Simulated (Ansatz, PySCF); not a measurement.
Molecule: C3H5, charge 0, multiplicity 2. It need not be the lowest isomer of its formula. 
Structure (B3LYP-D3(BJ)/def2-TZVP (Ansatz, a quantum-chemistry and plane-wave program) minimum search):
SMILES: [CH]=CC
```xyz
8

C      1.3359     0.1766     0.0081
C      0.0582     0.4385    -0.0081
H      2.2670     0.7199     0.0055
H     -0.2541     1.4885    -0.0315
C     -1.0550    -0.5714     0.0021
H     -0.6648    -1.5877     0.0255
H     -1.6988    -0.4243     0.8731
H     -1.6836    -0.4589    -0.8851
```
Charge 0, spin multiplicity 2.

Total electronic energies in hartree. Valence correlation only, unless marked. Open shells are spin-unrestricted. No spin-orbit coupling. No relativistic terms. Basis-set limits of correlation are two-point, X^-3; Hartree-Fock from the larger set. [CCSD(T)-MP2]/basis is that difference in the basis named.

The UHF reference is spin-contaminated (<S^2> 0.18 over the pure value in the largest basis). 

```
level                                                     program  energy (Eh)
-------------------------------------------------  --------------  -----------
RI-HF/aug-cc-pVTZ                                          Ansatz   -116.47254
TPSS-D4/def2-TZVPD                                  PySCF + dftd4   -117.29293
PBE0-D4/def2-TZVP                                  Ansatz + dftd4   -117.11595
r2SCAN0-D4/def2-TZVPD                              Ansatz + dftd4            ?
MN15-D3(BJ)/def2-TZVPD                              PySCF + dftd3            ?
HSE06-D3(BJ)/def2-TZVPD                            Ansatz + dftd3   -117.10844
HSE06/def2-TZVPD                                           Ansatz   -117.10604
CAM-B3LYP-D3(BJ)/def2-TZVPD                        Ansatz + dftd3   -117.19461
LC-wPBE-D4/def2-TZVPD                              Ansatz + dftd4   -117.18441
wB97M-V/def2-TZVPD                                         Ansatz   -117.19259
B2PLYP-D3(BJ)/def2-TZVPD                           Ansatz + dftd3   -117.14843
RI-MP2/aug-cc-pVTZ                                         Ansatz   -116.93882
RI-MP2/cc-pVTZ                                             Ansatz   -116.93080
SCS-MP2/cc-pVTZ                                            Ansatz   -116.93282
RI-MP2/CBS(cc-pVTZ,cc-pVQZ)+[CCSD(T)-MP2]/cc-pVTZ          Ansatz    -117.0536
```

Question: Complete the blanks.

Answer: 
- r2SCAN0-D4/def2-TZVPD, energy (Eh): -117.17924
- MN15-D3(BJ)/def2-TZVPD, energy (Eh): -117.10112
